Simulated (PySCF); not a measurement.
**LiO⁻: one state, many levels of theory**

State: ³Π (triplet), unpaired electrons σ ↑, π ↑. Set-up: PySCF, no relativity, basis sets Li def2-SVPD, O def2-SVPD. De refers to Li + O⁻ in their high-spin ground configurations, without counterpoise correction. The functionals are run spin-unrestricted. A positive dipole points towards O; it is taken about the centre of mass and depends on that origin.

```json
{"Level": "UHF-MP2", "Re (Å)": "1.793", "ωe (cm⁻¹)": "660", "De (eV)": "2.54", "μ (D)": "n/a"}
{"Level": "UHF-SCS-MP2", "Re (Å)": "1.791", "ωe (cm⁻¹)": "662", "De (eV)": "n/a", "μ (D)": "n/a"}
{"Level": "UHF-CCSD", "Re (Å)": "1.788", "ωe (cm⁻¹)": "668", "De (eV)": "n/a", "μ (D)": "n/a"}
{"Level": "UHF-CCSD(T)", "Re (Å)": "1.793", "ωe (cm⁻¹)": "658", "De (eV)": "n/a", "μ (D)": "n/a"}
{"Level": "LDA", "Re (Å)": "1.747", "ωe (cm⁻¹)": "697", "De (eV)": "2.75", "μ (D)": "5.28"}
{"Level": "PBE", "Re (Å)": "1.782", "ωe (cm⁻¹)": "656", "De (eV)": "2.56", "μ (D)": "5.51"}
{"Level": "BP86", "Re (Å)": "1.787", "ωe (cm⁻¹)": "647", "De (eV)": "2.51", "μ (D)": "5.55"}
{"Level": "r²SCAN", "Re (Å)": "1.781", "ωe (cm⁻¹)": "662", "De (eV)": "2.62", "μ (D)": "5.54"}
{"Level": "PBE0", "Re (Å)": "1.768", "ωe (cm⁻¹)": "681", "De (eV)": "2.63", "μ (D)": "5.65"}
{"Level": "M06-2X", "Re (Å)": "1.761", "ωe (cm⁻¹)": "694", "De (eV)": "2.64", "μ (D)": "5.45"}
```

What does a quarter of exact exchange do here, going from PBE to PBE0?

PBE0 less PBE: -1.4 pm in Re, +3.8 % in ωe, +0.07 eV in De. Exact exchange removes part of the self-interaction that spreads semilocal densities, and in most molecules shortens and stiffens the bond and lowers De; here De goes the other way.

What does the step from GGA to meta-GGA do here, going from PBE to r²SCAN?

r²SCAN less PBE: -0.1 pm in Re, +0.9 % in ωe, +0.06 eV in De. 

Correlated steps freeze 1 core orbital. Correlated levels converge slowly with the basis: in double zeta they bind strong bonds too weakly, by up to about 1 eV, and carry superposition errors of some tenths. For an ion De counts to the pair picked by the measured ionisation energies or electron affinities, which need not be the lowest pair at this level. Counting both spins, an empty level lies below a filled one in some of these solutions, because spin and occupation are held. The highest Kohn–Sham level is positive in this anion. Much of that is self-interaction error, but it also means that the finite basis helps to hold the extra electron. The state is the lowest determinant that a PBE0 search found; another state may lie lower at other levels.
